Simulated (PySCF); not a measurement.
Atomic charges against the basis set

Species: methyl cyclopropyl ketone, C5H8O.
Numbering: `[CH3:1][C:2](=[O:3])[CH:4]1[CH2:5][CH2:6]1` (hydrogens: H7, H8, H9 on C1; H10 on C4; H11, H12 on C5; H13, H14 on C6)

Structure used (PBE0-D3(BJ)/def2-SVP), in Å, numbered top down from 1:
```xyz
14
C5H8O angstrom
C      2.1424   -0.1027   -0.4424
C      0.8053   -0.3834    0.1907
O      0.6793   -1.1461    1.1230
C     -0.3714    0.3211   -0.3989
C     -1.5177    0.6354    0.5338
C     -1.6696   -0.4557   -0.4570
H      2.1219   -0.3928   -1.5054
H      2.9299   -0.6597    0.0804
H      2.3608    0.9767   -0.4109
H     -0.1650    1.0221   -1.2121
H     -1.3598    0.3449    1.5760
H     -2.0498    1.5764    0.3753
H     -1.6185   -1.4821   -0.0840
H     -2.3071   -0.2980   -1.3303
```

PBE0 throughout (PySCF), one geometry, spherical d and f functions. The structure is a single PBE0-D3(BJ)/def2-SVP conformer in the gas phase; no vibrational or solvent corrections. Atoms taken as equivalent share a column and are averaged. The first 7 of 9 kinds of atom are listed.

Mulliken charges (e):

```
        basis  functions      C1      C2      O3      C4   C5/C6  H7/H8/H9     H10
       STO-3G         38  -0.258  +0.170  -0.203  -0.116  -0.168    +0.091  +0.087
        6-31G         70  -0.571  +0.403  -0.432  -0.300  -0.328    +0.196  +0.180
       6-31G*        100  -0.631  +0.461  -0.440  -0.265  -0.357    +0.203  +0.179
     def2-SVP        124  -0.057  +0.079  -0.238  -0.215  -0.050    +0.065  +0.041
     pcSseg-1        142  -0.269  +0.243  -0.378  -0.359  -0.176    +0.141  +0.114
6-311+G(2d,p)        210  -0.667  +0.460  -0.474  +0.052  -0.258    +0.172  +0.095
    def2-TZVP        234  -0.383  +0.181  -0.324  -0.087  -0.237    +0.140  +0.120
```

IAO charges (e):

```csv
basis,functions,C1,C2,O3,C4,C5/C6,H7/H8/H9,H10
STO-3G,38,-0.435,+0.190,-0.195,-0.189,-0.260,+0.145,+0.137
6-31G,70,-0.484,+0.356,-0.412,-0.202,-0.279,+0.167,+0.150
6-31G*,100,-0.469,+0.390,-0.431,-0.201,-0.265,+0.160,+0.141
def2-SVP,124,-0.458,+0.385,-0.425,-0.199,-0.259,+0.156,+0.139
pcSseg-1,142,-0.466,+0.391,-0.438,-0.204,-0.265,+0.160,+0.143
"6-311+G(2d,p)",210,-0.480,+0.400,-0.448,-0.206,-0.276,+0.165,+0.147
def2-TZVP,234,-0.480,+0.401,-0.447,-0.206,-0.276,+0.164,+0.147
```

Hirshfeld charges (e):

| basis | functions | C1 | C2 | O3 | C4 | C5/C6 | H7/H8/H9 | H10 |
| --- | --- | --- | --- | --- | --- | --- | --- | --- |
| STO-3G | 38 | -0.051 | +0.119 | -0.162 | -0.039 | -0.038 | +0.024 | +0.023 |
| 6-31G | 70 | -0.104 | +0.166 | -0.252 | -0.054 | -0.073 | +0.050 | +0.043 |
| 6-31G* | 100 | -0.102 | +0.164 | -0.253 | -0.053 | -0.072 | +0.049 | +0.042 |
| def2-SVP | 124 | -0.119 | +0.170 | -0.237 | -0.055 | -0.077 | +0.052 | +0.044 |
| pcSseg-1 | 142 | -0.120 | +0.168 | -0.239 | -0.058 | -0.080 | +0.053 | +0.046 |
| 6-311+G(2d,p) | 210 | -0.118 | +0.157 | -0.244 | -0.065 | -0.081 | +0.055 | +0.051 |
| def2-TZVP | 234 | -0.122 | +0.161 | -0.242 | -0.063 | -0.082 | +0.055 | +0.050 |

ESP-fitted charges (e):

| basis | functions | C1 | C2 | O3 | C4 | C5/C6 | H7/H8/H9 | H10 |
| --- | --- | --- | --- | --- | --- | --- | --- | --- |
| STO-3G | 38 | -0.548 | +0.524 | -0.299 | -0.241 | -0.249 | +0.138 | +0.134 |
| 6-31G | 70 | -0.581 | +0.706 | -0.512 | -0.310 | -0.295 | +0.156 | +0.164 |
| 6-31G* | 100 | -0.612 | +0.633 | -0.452 | -0.271 | -0.294 | +0.165 | +0.154 |
| def2-SVP | 124 | -0.553 | +0.622 | -0.454 | -0.267 | -0.260 | +0.150 | +0.146 |
| pcSseg-1 | 142 | -0.591 | +0.650 | -0.478 | -0.275 | -0.269 | +0.161 | +0.152 |
| 6-311+G(2d,p) | 210 | -0.632 | +0.659 | -0.489 | -0.263 | -0.287 | +0.172 | +0.152 |
| def2-TZVP | 234 | -0.632 | +0.659 | -0.481 | -0.265 | -0.284 | +0.171 | +0.151 |

**Question.** Which scheme is steadiest as the basis changes?

**Answer.** Largest range over the bases for any column: Hirshfeld 0.09 e, ESP-fitted 0.21 e, IAO 0.25 e, Mulliken 0.61 e. Hirshfeld charges move least and Mulliken charges most, counted in e. Without the minimal STO-3G basis the ranges are Hirshfeld 0.02, ESP-fitted 0.08, IAO 0.05, Mulliken 0.61 e.

**Question.** How much do the charges still move between the two largest bases, 6-311+G(2d,p) and def2-TZVP?

**Answer.** At most, over all atoms: Mulliken 0.284 e, IAO 0.002 e, Hirshfeld 0.004 e, ESP-fitted 0.008 e.

**Question.** What do the same runs give for the total energy, the frontier levels and the dipole moment?

**Answer.** 
| basis | energy (Eh) | HOMO (eV) | LUMO (eV) | μ (D) |
| --- | --- | --- | --- | --- |
| STO-3G | -266.8448 | -4.09 | 2.80 | 1.74 |
| 6-31G | -270.1448 | -7.01 | -0.14 | 2.98 |
| 6-31G* | -270.2241 | -6.93 | 0.01 | 2.73 |
| def2-SVP | -270.0343 | -7.11 | -0.20 | 2.76 |
| pcSseg-1 | -270.1981 | -7.24 | -0.33 | 2.90 |
| 6-311+G(2d,p) | -270.3062 | -7.25 | -0.41 | 2.95 |
| def2-TZVP | -270.3285 | -7.21 | -0.34 | 2.88 |

The dipole is fixed by the density alone, so its range of 1.24 D shows that the density itself changes with the basis, not only its division among atoms.
